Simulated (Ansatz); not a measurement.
Wavefunction ladder for `N/C(F)=C\O`

```xyz
9

N     0.273    0.776   -0.922
C    -0.563   -0.041   -0.169
F    -1.860   -0.133   -0.559
C    -0.143   -0.716    0.893
O     1.130   -0.673    1.340
H    -0.012    1.748   -0.916
H     0.370    0.467   -1.882
H    -0.801   -1.349    1.473
H     1.607   -0.080    0.741
```

Charge 0, multiplicity 1. The structure was optimised at the PBE0-D4/def2-TZVP level. It is one conformer, not always the lowest. Frozen core, restricted reference, Ansatz. CBS rows extrapolate triple and quadruple zeta; past MP2 they add the triple-zeta difference.

```json
{"basis": "def2-SVP", "HF (Eh)": "-306.54118", "MP2 corr.": "-0.79817", "CCSD corr.": "-0.82974", "(T)": "-0.02284", "CCSD(T) total": "-307.39376"}
{"basis": "def2-TZVPP", "HF (Eh)": "-306.91224", "MP2 corr.": "-1.01554", "CCSD corr.": "-1.03454", "(T)": "-0.04069", "CCSD(T) total": "-307.98747"}
{"basis": "def2-QZVPP", "HF (Eh)": "-306.92601", "MP2 corr.": "-1.09561", "CCSD corr.": "–", "(T)": "–", "CCSD(T) total": "–"}
{"basis": "CBS(def2)", "HF (Eh)": "-306.92791", "MP2 corr.": "-1.15493", "CCSD corr.": "-1.17393", "(T)": "as TZ", "CCSD(T) total": "-308.14253"}
```
